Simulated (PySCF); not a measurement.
**LiB: bond curves at several levels of theory**

An exercise on one series of results from a longer session: the logs are not shown, and one member is left open.

Program: PySCF 2.14.0. Level of theory: Li cc-pVTZ, B cc-pVTZ, no relativity. These are calculated values, not measurements.

Set-up of the first run:

The job is set up so:

- atoms: Li, B
- charge: 0
- basis: Li cc-pVTZ, B cc-pVTZ
- Hamiltonian: no relativity
- basis functions: 60
- electrons treated: 8
- masses in u: 7.0160, 11.0093
- levels: PBE0, PBE, r²SCAN, B2PLYP, LDA, PW91, HF, MP2, SCS-MP2, CCSD, CCSD(T)
- grid: 80 radial by 434 angular points
- occupations: held fixed by the projection of orbital angular momentum
- dissociation limit: Li + B, each in its ground configuration
- starting distance in angstrom: 2.100
- values of 2S to try: 0, 2

Command:

```console
> OMP_NUM_THREADS=1 python dia.py task.json out
```

Among the steps run: Set-up; First curve: PBE0; Higher solutions at PBE0; PBE (GGA); r²SCAN; B2PLYP (double hybrid); LDA (local density); PW91; UHF; MP2 and coupled cluster.

One of the session's tables, all rows but one given; the rest of the session is left out.

| level | Re (Å) | ωe (cm⁻¹) | De (eV) |
| --- | --- | --- | --- |
| UHF | 2.135 | 568 | 0.77 |
| UHF-MP2 | 2.126 | 563 | 1.21 |
| UHF-SCS-MP2 | 2.122 | 566 | 1.09 |
| UHF-CCSD | 2.128 | 552 | 1.16 |
| UHF-CCSD(T) | 2.132 | 547 | 1.21 |
| LDA | 2.131 | 533 | 1.70 |
| PBE | ? | ? | ? |
| PW91 | 2.147 | 522 | 1.48 |
| r²SCAN | 2.148 | 535 | 1.53 |
| PBE0 | 2.132 | 545 | 1.37 |
| B2PLYP | 2.125 | 551 | 1.23 |

**Question.** Estimate the row for PBE.

As computed: Re (Å): 2.151; ωe (cm⁻¹): 519; De (eV): 1.45. In the column «Re (Å)» it is the highest.
